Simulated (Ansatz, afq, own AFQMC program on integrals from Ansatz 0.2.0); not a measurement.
# AFQMC, coupled cluster and functionals along a coordinate of AlH3⁺, doublet

```xyz
4

Al    0.0000    0.0571    0.0000
H     0.0000    0.2262   -1.5512
H     0.0000    0.2262    1.5512
H     0.0000   -1.9820    0.0000
```

All coordinates are scaled about the centre. Energies in kJ/mol count from this geometry (1.000) at the same level; the start stands on UHF, each point on the determinant named.

Basis cc-pVDZ. Only valence electrons are correlated. Ansatz 0.2.0 and our own AFQMC program on the same integrals; the CISD trial comes from CCSD amplitudes, and released means the phaseless constraint is let go. Uncertainties: one standard error, sampling alone.

Cautions, each for one point or more: a spin-contaminated unrestricted determinant lies lower; cluster runs in doubt by the program's own checks; strong correlation; the next higher spin lies close; the search met a lower determinant of the same kind, perhaps of another symmetry; unrestricted determinant spin contaminated; walk and cluster series may follow different spin states.

| scale of all distances | det. | T1 | weight | ⟨S²⟩ | B2PLYP | r2SCAN | CCSD(T) |
| --- | --- | --- | --- | --- | --- | --- | --- |
| 0.897 | UHF | 0.016 | 0.95 | 0.75 | 53.1 | 53.5 | 55.4 |
| 1.112 | UHF | 0.017 | 0.94 | 0.75 | 38.4 | 37.8 | 35.5 |
| 1.323 | ROHF | 0.029 | 0.88 | pure | 218.4§ | 210.1 | 194.2 |
| 1.497 | ROHF | 0.064 | 0.75 | pure | 337.4§ | 330.0§ | 306.5 |
| 1.716 | UHF | 0.027 | 0.90 | 1.79 | 386.3§ | 401.3§ | 375.9 |
| 2.006 | UHF | 0.013 | 0.94 | 1.76 | 403.0§ | 437.9§ | 384.6 |
| 2.358 | UHF | 0.006 | 0.94 | 1.75 | 410.0§ | 453.2§ | 386.7 |

(1) Estimate the curve of full CI, counted from the same start.

## Answers

(1) 
```csv
scale of all distances,det.,T1,weight,⟨S²⟩,FCI,ph-AFQMC/CISD,released AFQMC,CCSDT(Q)
0.897,UHF,0.016,0.95,0.75,55.6,55.5 ± 0.1,55.5 ± 0.07,55.6
1.112,UHF,0.017,0.94,0.75,35.2,35.4 ± 0.1,35.2 ± 0.08,35.2
1.323,ROHF,0.029,0.88,pure,192.7,193.7 ± 0.2,193.3 ± 0.1,192.7
1.497,ROHF,0.064,0.75,pure,307.0,310.5 ± 0.3,–,306.8
1.716,UHF,0.027,0.90,1.79,370.4,370.4 ± 0.2,370.2 ± 0.1,370.6
2.006,UHF,0.013,0.94,1.76,384.9,384.6 ± 0.1,384.8 ± 0.06,385.0
2.358,UHF,0.006,0.94,1.75,387.6,387.4 ± 0.07,387.6 ± 0.05,387.6
```

Weight is that of the determinant in the CISD state; at the start T1 is 0.015 and the weight 0.95, and ⟨S²⟩ is 0.75. Symmetry can't show for every point that it stays on the start's state. A dash marks a missing value, a released energy that hasn't settled or a functional that sits on another state. § marks a functional whose ⟨S²⟩ is too high by over 0.1. Largest departures from full CI: CCSD(T) 5.5 kJ/mol at 1.716 (on UHF), ph-AFQMC/CISD 3.6 kJ/mol at 1.497 (on ROHF), released AFQMC 0.6 kJ/mol at 1.323 (on ROHF), CCSDT(Q) 0.2 kJ/mol at 1.716 (on UHF), B2PLYP 3.2 kJ/mol at 1.112, r2SCAN 17.4 kJ/mol at 1.323. Functionals count only at points shown to share the start's state and spin. In this small basis the wave-function levels are far from their limit, so their gap to the functionals isn't the functionals' error.

CCSDT and higher add their correlation energy to the determinant of the CCSD(T) run, since their own runs factorise the integrals more tightly (a shift of under 2 meV). A walk keeps the symmetry of its determinant, which the program's search chose and which needn't be the lowest solution, so a lower state of the same spin and another symmetry isn't excluded. Released energies are given only where the last usable release times agree within the noise; a slower fall can still hide under it.
